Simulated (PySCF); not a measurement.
# State search for MgS

Unrestricted PBE0; basis Mg 6-311G(d,p), S 6-311G(d,p); no relativity; PySCF 2.14. Outer shells of the fragments: Mg 3s2; S 3s2 3p4.

Followed along the bond (rough minima from three points):

| 2Ms+1 | unpaired | ⟨S²⟩ at the start | R at minimum (Å) | Te (eV) |
| --- | --- | --- | --- | --- |
| 1 | none | 0.00 | 2.16 | 0.00 |
| 3 | σ ↑, π ↑ | 2.00 | 2.36 | 0.16 |
| 1 | σ ↓, π ↑ | 1.00 | 2.35 | 0.22 |
| 3 | σ ↑↑ | 2.00 | 2.32 | 1.46 |

Solutions found at the starting distance of 2.340 Å, counted from the lowest of them; the search is not exhaustive and high or unbound solutions are not listed, so other states can lie among these:

```
2Ms+1  unpaired   term  E (eV)  ⟨S²⟩  ⟨Lz²⟩  μ (D)
    3  σ ↑, π ↑     ³Π    0.00  2.00   1.01  -3.11
    1      none    ¹Σ⁺    0.04  0.00   0.00  -8.30
    1  σ ↓, π ↑  mixed    0.05  1.00   1.01  -3.15
    3      σ ↑↑    ³Σ⁺    1.30  2.00   0.00  -3.83
    3      π ↑↑  mixed    2.81  2.01   2.01  -3.86
    1      π ↑↓  mixed    2.95  1.04   2.01  -3.68
    3      π ↑↑  mixed    2.96  2.01   2.01  -3.83
    3      π ↑↑    ³Σ⁻    3.02  2.01   0.00   4.23
    1      π ↑↓  mixed    3.47  1.01   2.01   4.22
    3  σ ↑, π ↑     ³Π    4.43  2.00   1.00  -4.85
    1      none  mixed    4.89  0.00   2.00   4.20
```

A term symbol is given only where ⟨S²⟩ and ⟨Lz²⟩ are close to those of a pure state; real π, δ and φ orbitals otherwise mix terms. A positive dipole means Mg(−)S(+).

Compare the gap between the two lowest followed solutions at the starting distance with the gap between their minima.

At PBE0 the second solution (triplet, unpaired electrons σ ↑, π ↑) lies -0.04 eV from the first (singlet, closed shell) at 2.340 Å and +0.16 eV at the minima; the two curves relax by different amounts, since their minima lie near 2.36 and 2.16 Å.

Counting both spins, an empty level lies below a filled one in some of these solutions, because spin and occupation are held.
